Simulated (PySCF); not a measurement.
**PN(OH)₂ + H₂O → PO₂(OH) + NH₃**

Level: PBE0 in the def2-TZVP basis family, all electrons, no relativity, computed in PySCF with density fitting; open shells unrestricted.

```
species                                                                                                                        state and structure      E (Eh)  ZPE (kJ/mol)  H(298 K) − H(0) (kJ/mol)  S° (J/(mol K))
PN(OH)₂  singlet, Cs, O–H 0.966 Å (×2), P–N 1.480 Å, P–O 1.586 Å, P–O 1.606 Å; H–O–P 109.8°, H–O–P 113.5°, N–P–O 131.0°, N–P–O 131.3°, O–P–O 97.7°  -547.48275          88.4                      14.9           290.3
    H₂O                                                                                               singlet, C2v, O–H 0.960 Å (×2); H–O–H 105.1°   -76.37736          56.5                       9.9           188.7
PO₂(OH)                    singlet, Cs, O–H 0.967 Å, P–O 1.447 Å, P–O 1.454 Å, P–O 1.574 Å; H–O–P 111.3°, O–P–O 112.3°, O–P–O 113.9°, O–P–O 133.8°  -567.44472          61.8                      12.9           279.2
    NH₃                                                                                          singlet, C3v, N–H 1.013 Å (×3); H–N–H 107.1° (×3)   -56.51312          90.6                      10.0           192.4
```

**Question.** What is the electronic reaction energy?

**Answer.** At PBE0/def2-TZVP, ΔE = -256.6 kJ/mol from the differences of the total energies times 2625.5, downhill. 

**Question.** Add zero-point, thermal and entropy terms for 298.15 K and 1 bar.

**Answer.** ΔZPE = 7.5 and Δ[H(298) − H(0)] = -1.9 kJ/mol give ΔH° = -251.0 kJ/mol. ΔS° = -7.4 J/(mol K), so ΔG° = -251.0 − 298.15 × (-0.0074) = -249 kJ/mol.

The structures come from searches over a few start shapes, so lower isomers are not excluded.
